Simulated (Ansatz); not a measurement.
# CF+ (triplet): the correlation ladder at distance C1–F2 = 3.254 Å, 6-31G

Aim: climb from Hartree-Fock through coupled cluster and multireference methods for CF+ (triplet) at one geometry and basis, and see what each rung misses.

Program: Ansatz 0.2.0, Gaussian basis. Level of theory: 6-31G, core rule «outside noble gas», up to 2 orbitals frozen. These are calculated values, not measurements.

The runs, in order: UHF; CCSD(T) on ROHF; CCSD(T) on UHF; BCCD(T) on ROHF; CISD as a restricted active space (open shells left free, so some higher excitations enter); CCSDT(Q) on ROHF; CCSDT(Q) on UHF; CISDTQ; CCSDTQ on ROHF; CCSDTQ on UHF; CASSCF and MRCISD+Q, 4 electrons in 4 orbitals; CASSCF and NEVPT2, 4 electrons in 4 orbitals; CASSCF and MRCISD+Q, 10 electrons in 8 orbitals; CASSCF and NEVPT2, 10 electrons in 8 orbitals; Full CI.

19 further runs of the same task are left out: 17 that didn't finish, 2 set aside as unsound or not needed. Runs told in other sessions of the task aren't counted.

**1. What is computed**

The geometry derives from a PBE0/def2-TZVP stationary point (not a proven minimum). One bond is set to the value named and the two fragments are kept rigid.

2 atoms, charge 1, spin multiplicity 3.

Atoms are counted from 1 here; the program's logs count them from 0.

No contacts short enough for the rule that draws bonds.

**2. UHF**

in.yaml reads:

```yaml
crystal:
  periodic: [false, false, false]
  atoms:
    - {symbol: C, position_ang: [0.000000, 0.000000, 0.000000]}
    - {symbol: F, position_ang: [0.000000, 0.000000, 3.254000]}
basis:
  gaussian: {orbitals: 6-31G}
total_charge: 1
magnetization: {spin_polarized: true, initial_magnetization: 2}
hamiltonian: {xc: hf}
output: {orbitals: {seedname: orbitals}}
```

Started as:

```
$ ansatz run in.yaml --threads 1 --pin off --events-out ev --progress --plain --max-ram 2393MiB
```

Further steps of the session: CCSD(T) on ROHF; CCSD(T) on UHF; BCCD(T) on ROHF; CISD as a restricted active space (open shells left free, so some higher excitations enter); CCSDT(Q) on ROHF; CCSDT(Q) on UHF; CISDTQ; CCSDTQ on ROHF; CCSDTQ on UHF; CASSCF and MRCISD+Q, 4 electrons in 4 orbitals; CASSCF and NEVPT2, 4 electrons in 4 orbitals; CASSCF and MRCISD+Q, 10 electrons in 8 orbitals; CASSCF and NEVPT2, 10 electrons in 8 orbitals; Full CI.

**Question.** What will the summary of the whole plan be? Wanted: FCI from the RHF energy; RMP2 from FCI; UMP2 from FCI; RCCSD from FCI; RCCSD(T) from FCI; UCCSD(T) from FCI; RCCSDT(Q) from FCI; UCCSDT(Q) from FCI; T1 diagnostic.

**Answer**, as computed:

| quantity | value |
| --- | --- |
| FCI from the ROHF energy | -3.6825 eV |
| RMP2 from FCI | +790.1 meV |
| UMP2 from FCI | +781.1 meV |
| RCCSD from FCI | +28.7 meV |
| RCCSD(T) from FCI | +9.2 meV |
| UCCSD(T) from FCI | +8.7 meV |
| RCCSDT(Q) from FCI | +2.1 meV |
| UCCSDT(Q) from FCI | +1.5 meV |
| levels within 1 kcal/mol (43 meV) | RCCSD, UCCSD, RCCSD(T), UCCSD(T), BCCD(T), RCCSDT, UCCSDT, CISDTQ, RCCSDT(Q), UCCSDT(Q), RCCSDTQ, UCCSDTQ |
| T1 diagnostic | 0.008 |
| effectively unpaired electrons | 2.38 |

RCCSD(T) misses by +9.2 meV, 0.2 % of the correlation energy. The occupations show static correlation (2.38 effectively unpaired electrons where one determinant has 2). These misses are within one basis, not against nature; the frozen cores of restricted and unrestricted runs differ, which can shift their rows.

Levels on UHF freeze UHF's core orbitals, full CI those of ROHF, so the U rows can settle a little off it for that reason alone.

With open shells the CI space here admits some higher excitations, so it is larger than plain CISD.
